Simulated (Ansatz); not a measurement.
Program: Ansatz. Geometries: PBE0-D4/def2-TZVP. ΔE: electronic, gas phase. CCSD(T)/CBS is the MP2 limit (def2-TZVPP, def2-QZVPP) plus CCSD(T) − MP2 in def2-TZVPP, frozen cores. This one scheme is used for every species. Functionals use def2-TZVPP. One conformer a species, not always the lowest.

Reaction (hydrogenolysis of a C–F bond): `NCOCF` + H₂ → `COCN` + H–F

`NCOCF`:

```xyz
11

N    -1.799   -0.804    0.132
C    -0.563   -0.221    0.482
O     0.199    0.153   -0.681
C     1.468    0.562   -0.408
F     1.478    1.812    0.191
H    -1.676   -1.623   -0.449
H    -2.397   -0.149   -0.354
H    -0.737    0.670    1.090
H     0.037   -0.934    1.062
H     2.006    0.647   -1.355
H     1.983   -0.114    0.289
```

H₂:

```xyz
2

H    -0.024    0.213    0.305
H     0.024   -0.213   -0.305
```

`COCN`:

```xyz
11

C    -0.828    0.352   -1.132
O    -0.986   -0.321    0.085
C     0.233   -0.762    0.651
N     1.110    0.242    1.160
H    -0.279   -0.260   -1.862
H    -1.824    0.556   -1.527
H    -0.302    1.310   -1.017
H    -0.065   -1.420    1.468
H     0.785   -1.353   -0.093
H     0.645    0.837    1.834
H     1.512    0.820    0.435
```

H–F:

Z-matrix (Å, degrees):
```
F
H 1 0.920
```

CCSD(T)/CBS gives -0.70 eV.

Task: Another level gave -0.58 eV. Which?
A. CCSD/def2-TZVPP
B. ωB97M-V/def2-TZVPP
C. r2SCAN-D4/def2-TZVPP
D. PBE0-D4/def2-TZVPP

Result: B. ωB97M-V -0.58, CCSD/def2-TZVPP -0.68, PBE0-D4 -0.63, r2SCAN-D4 -0.53 eV.

Largest T1 diagnostic among the species: 0.011.

From PBE to PBE0 (25 % exact exchange), in def2-TZVPP and without D4, ΔE moves by −0.07 eV. In def2-TZVPP, CCSD(T) changes the Hartree–Fock value by −0.04 eV (the triples alone add +0.02 eV) and MP2 by −0.09 eV.
